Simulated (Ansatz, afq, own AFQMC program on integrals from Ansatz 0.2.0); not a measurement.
Where AFQMC and coupled cluster stand for H$_{2}$O, singlet

```tsv
atom	x (Å)	y (Å)	z (Å)
O	0.0000	-0.1463	0.1056
H	0.0000	1.8844	-2.5437
H	0.0000	0.4375	0.8672
```

Basis 6-31G. Only valence electrons are correlated. Integrals, coupled cluster, full CI and functionals: Ansatz 0.2.0; the random walks run on the same integrals in our own AFQMC program. The CISD trial takes its coefficients from CCSD amplitudes. Released means that phaseless walkers are propagated on without the constraint, phases kept. ± is one standard error of the sampling.

Determinant: UHF, the one that the program's search chose, which needn't be the lowest solution. The geometry is a point of a scan.

Full CI on the same integrals is exact in this basis and with this determinant's frozen core.

Cautions: unrestricted determinant spin contaminated (⟨S²⟩ 1.00 against 0.00); the CCSDTQ amplitudes may be one of several solutions (largest double 0.67); the next higher spin lies close (full CI puts it 8 meV above).

The T1 diagnostic is 0.0058, the weight of the determinant in the CISD state is 0.967 and the ⟨S²⟩ of the determinant is 1.003. The size of the correlated space is 8 electrons in 12 orbitals.

| level | correlation energy (eV) |
| --- | --- |
| MP2 | -2.3901 |
| CCSD | -2.6530 |
| CCSD(T) | -2.6677 |

Estimate where phaseless AFQMC with the Hartree–Fock trial lies against CCSD(T) on the same integrals.

1.04 ± 0.95 mEh above CCSD(T). The gap is under twice the noise, so this walk alone can't tell the two apart.

Reference: full CI, correlation energy -2.682 eV. The released energy is read at 2.40 1/Eh (meV from the phaseless value at times in 1/Eh: 3 ± 3 at 0.24, 1.9 ± 2.3 at 0.51, 5.4 ± 2.1 at 0.99, -2 ± 3 at 1.62, 4 ± 3 at 2.40). The cautions show a poor starting determinant, so the rows tell how each method copes with it here, and full CI is the sure value.

```tsv
level	E − E(reference) (mEh)	share of correlation (%)
CCSD(T)	0.52	99.48
CCSDT	0.32	99.67
CCSDT(Q)	0.08	99.92
CCSDTQ	0.05	99.95
ph-AFQMC/HF	1.56 ± 0.95	98.42
ph-AFQMC/CISD	-0.04 ± 0.10	100.04
released AFQMC	0.11 ± 0.12	99.89
```

CCSDT and higher add their correlation energy to the determinant of the CCSD(T) run, since their own runs factorise the integrals more tightly (a shift of under 2 meV). A walk keeps the symmetry of its determinant, which the program's search chose and which needn't be the lowest solution, so a lower state of the same spin and another symmetry isn't excluded. Released energies are given only where the last usable release times agree within the noise; a slower fall can still hide under it.
